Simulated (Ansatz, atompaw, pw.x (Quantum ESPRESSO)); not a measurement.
**hydrogen (H): does the PAW (atompaw) potential hold in the solid?**

H (Z = 1), PAW, made with atompaw 4.2.0.5 (PBEsol, scalar-relativistic). Core none, reference 1s1. Waves: 1s (bound): rc 1.20 bohr; 1s channel at 0.35 Ry: rc 1.20 bohr; 2p channel at 0.5 Ry: rc 1.20 bohr. Local part: troulliermartins scheme with l = 2 at 0 Ry, radius 1.10 bohr. Core correction: none. Augmentation charge: sinc compensation charge, radius 1.20 bohr; PAW radius 1.20 bohr; waves and projectors: custom polynom2 7 10 vanderbiltortho.

Crystal test: fcc H in pw.x 7.5, no spin, 18³ k-points, Fermi–Dirac smearing 0.01 Ry, cutoffs 40/400 Ry. The reference is all-electron LAPW (Ansatz 0.2.0) with the same functional, mesh and smearing; V0 and B0 come from Birch–Murnaghan fits to the pressures at five volumes. Errors are pseudo minus all-electron; Δ is the rms difference of the E(V) curves that follow from these fits, minima aligned, over ±6 % about the mean V0. Mesh and smearing are coarse, so the numbers serve the comparison and aren't converged zero-temperature values; the lattice is a test structure that the element need not adopt.

```tsv
V (Å³/atom)	P all-electron (GPa)	P pseudo (GPa)
2.771	6.23	7.38
2.844	2.90	3.97
2.917	-0.10	0.90
2.990	-2.80	-1.86
3.063	-5.23	-4.35
```

All-electron: a0 = 2.267 Å (V0 = 2.91 Å³/atom), B0 = 114.1 GPa.

Pseudopotential: mean pressure error (GPa): +1.01; a0 (Å): 2.274; a0 error (%): +0.29; B0 error (%): -0.6; Δ (meV/atom): 0.6.

Q: At the middle volume, how do free energy and pressure move when the wave cutoff is lowered (ecutrho held at 400 Ry)?

A:

```
cutoff (Ry)  shift of F (meV/atom)  shift of P (GPa)
         18                   +8.3             -1.90
         24                   +1.9             -0.28
         32                   +0.5             +0.00
```

The run at the middle volume (195 k-points, 5 iterations) took about 2.8 s on one core of a shared host (Intel(R) Xeon(R) Platinum 8259CL CPU @ 2.50GHz, 96 threads, 755 GiB, load 34).
